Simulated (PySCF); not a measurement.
Molecule: `CP(C)P(F)F`, C₂H₆F₂P₂.

Mapped SMILES: `[CH3:1][P:2]([CH3:3])[P:4]([F:5])[F:6]`. Hydrogens are named by the atom that carries them.

Geometry PBE0-D3(BJ)/def2-SVP throughout; GIAO in PySCF 2.14.0 with density-fitted response routines, gas phase, one conformer, non-relativistic; equivalent atoms averaged; basis pcSseg-1.

(1) How do the absolute shieldings σ depend on the functional? (ppm; last column core-seconds on 1 thread of an Arm Neoverse V1, shared host)

(2) Which nucleus moves most, in ppm?

Answers

(1) 
```tsv
functional	kind	C1/C3	P4	P2	F5/F6	H(C1)/H(C3)	core-s
HF	Hartree–Fock	184.4	77.0	430.7	346.2	30.61	5.9
LDA	LDA	173.6	-83.2	338.8	258.1	29.79	14
PBE	GGA	172.0	-43.6	356.2	264.7	30.16	17
BLYP	GGA	166.5	-63.8	330.4	265.0	30.33	17
BP86	GGA	171.7	-47.2	350.8	266.2	30.21	16
OPBE	GGA	177.1	6.7	392.0	276.9	30.16	17
```

(2) P4 (phosphorus bonded to 2 F, P): from -83.2 ppm with LDA to 77.0 ppm with HF. The smallest spread is 0.82 ppm, at H(C1)/H(C3). Proton shifts span only some 12 ppm, so a few tenths of a ppm matter as much there as several ppm in carbon.
